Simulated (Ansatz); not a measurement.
Results of r²SCAN (plane waves, PAW; Ansatz, an electronic-structure program) for diamond.

Numerical settings: plane-wave cutoff 560 eV, 16×16×16 k mesh, Fermi–Dirac smearing 0.01 eV, scalar-relativistic PAW data made under PBE.

Results at a series of volumes:

```
V (Å³/atom)  E − E_lowest (meV/atom)  P (GPa)
-----------  -----------------------  -------
5.302                          31.54    31.28
5.414                          13.59    19.88
5.527                           3.30     9.50
5.640                           0.00     0.04
5.753                           3.05    -8.57
5.866                          11.89   -16.42
5.978                          26.00   -23.56
```

Estimate the bulk modulus from the pressures at 5.527 and 5.753 Å³/atom, and compare it with a fit to all energies.

B = −V dP/dV. Between V = 5.527 and 5.753 Å³/atom, dP/dV = (-8.57 − (9.50))/(5.753 − 5.527) = -80.0 GPa per Å³/atom; at the midpoint 5.640 Å³/atom this gives B ≈ 451 GPa. The third-order Birch–Murnaghan fit gives V0 = 5.640 Å³/atom, B0 = 451 GPa, B′ = 3.7, which lies within 1 % of that estimate.

Measured, for comparison: bulk modulus 455 GPa (0 K value with the zero-point phonon effect removed; as tabulated in Mejia-Rodriguez and Trickey (2018), arXiv:1807.09216); equilibrium volume per atom 5.61 Å³/atom (static lattice: zero-point anharmonic expansion removed; as tabulated in Mejia-Rodriguez and Trickey (2018), arXiv:1807.09216). Computed (rounded) less measured: bulk modulus -0.9 %, equilibrium volume per atom +0.5 %.

Static lattice: no zero-point or thermal effects.
